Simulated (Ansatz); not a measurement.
```yaml
crystal:
  periodic: [false, false, false]
  atoms:
    - {symbol: C, position_ang: [-1.256136, -1.374085, 1.286872]}
    - {symbol: O, position_ang: [-0.383336, -1.469037, 0.186315]}
    - {symbol: C, position_ang: [0.306369, -0.301101, -0.081587]}
    - {symbol: C, position_ang: [1.312683, -0.597057, -1.165679]}
    - {symbol: O, position_ang: [-0.620998, 0.684441, -0.479368]}
    - {symbol: C, position_ang: [-0.180935, 1.999011, -0.280663]}
    - {symbol: H, position_ang: [-1.674816, -2.367114, 1.447340]}
    - {symbol: H, position_ang: [-0.715254, -1.064370, 2.191705]}
    - {symbol: H, position_ang: [-2.065765, -0.664358, 1.097253]}
    - {symbol: H, position_ang: [0.809142, 0.058276, 0.838448]}
    - {symbol: H, position_ang: [2.023682, -1.351221, -0.825774]}
    - {symbol: H, position_ang: [0.788908, -0.970780, -2.046666]}
    - {symbol: H, position_ang: [1.864605, 0.304644, -1.435976]}
    - {symbol: H, position_ang: [0.109889, 2.173527, 0.764804]}
    - {symbol: H, position_ang: [-1.011815, 2.659409, -0.529272]}
    - {symbol: H, position_ang: [0.670776, 2.257217, -0.923452]}
basis:
  gaussian: {orbitals: def2-mTZVPP}
magnetization: {spin_polarized: true, initial_magnetization: 8}
hamiltonian: {xc: {name: wB97X-V}, pseudopotentials: {relativity: none}}
output: {forces: true}
```

```sh
$ ansatz run in.yaml --threads 2 --pin off --events-out ev --progress --plain --max-ram 22528MiB --backend cpu
```

It prints (some lines left out):

```
Functional definition: wB97X-V
1616 factors; integrals over basis functions are off by at most 1.1e-3 eV
392 factors; integrals over basis functions are off by at most 5.8e-6 eV
mean field evaluation 1: about -8359.4889 eV, gradient 2.8e1 eV
mean field evaluation 2: about -8361.4527 eV, gradient 2.2e1 eV
mean field evaluation 4: about -8364.0167 eV, gradient 3.9e0 eV
mean field evaluation 8: about -8364.4288 eV, gradient 7.9e-1 eV
mean field evaluation 16: about -8364.5647 eV, gradient 1.4e-1 eV
mean field evaluation 32: about -8364.6757 eV, gradient 2.1e-5 eV
mean field -8364.67572969 eV, -307.3961632851 hartree, gradient 1.0e-5 eV, S^2 20.015710; 6 other end points of the search recorded, 0 dependent functions left out
reference -8364.67573106 eV, -307.3961633355 hartree; 29, 21 occupied and 145, 153 virtual orbitals, 1616 factors
Total energy: -8364.67573106 eV, -307.3961633355 hartree
Atom 0 at    -1.256136    -1.374085     1.286872 Å, force    -4.653865    -2.647434     6.457497 eV/Å
Atom 1 at    -0.383336    -1.469037     0.186315 Å, force     1.340418    -2.290104    -3.219246 eV/Å
Atom 2 at     0.306369    -0.301101    -0.081587 Å, force     4.731403    -6.368644    -3.205988 eV/Å
Atom 3 at     1.312683    -0.597057    -1.165679 Å, force     1.917894     1.200844     0.617508 eV/Å
Atom 4 at    -0.620998     0.684441    -0.479368 Å, force    -8.217928     0.507832    -5.441157 eV/Å
Atom 5 at    -0.180935     1.999011    -0.280663 Å, force     1.210087     3.881496    -1.967744 eV/Å
Atom 6 at    -1.674816    -2.367114     1.447340 Å, force    -0.098354    -0.093490    -0.290279 eV/Å
Atom 7 at    -0.715254    -1.064370     2.191705 Å, force     0.198058     0.809036    -0.043381 eV/Å
Atom 8 at    -2.065765    -0.664358     1.097253 Å, force    -0.179251     0.891329    -0.102177 eV/Å
Atom 9 at     0.809142     0.058276     0.838448 Å, force     4.174088     0.775949     4.482315 eV/Å
Atom 10 at     2.023682    -1.351221    -0.825774 Å, force     0.091288    -0.381186    -0.070389 eV/Å
Atom 11 at     0.788908    -0.970780    -2.046666 Å, force    -0.695145    -0.158931    -0.272408 eV/Å
Atom 12 at     1.864605     0.304644    -1.435976 Å, force     0.223490     0.133268    -0.056825 eV/Å
Atom 13 at     0.109889     2.173527     0.764804 Å, force    -0.005556     1.321592     3.680333 eV/Å
Atom 14 at    -1.011815     2.659409    -0.529272 Å, force    -1.148673     1.900147     0.691878 eV/Å
Atom 15 at     0.670776     2.257217    -0.923452 Å, force     1.112044     0.518296    -1.259935 eV/Å
Dipole moment:    -0.171978    -0.599185    -0.676388 e Å
```

Question: Something in this input is off. What?

Answer: The spin is set far too high for this molecule. Self-consistency was reached. The result belongs to that input, not to the molecule as meant.
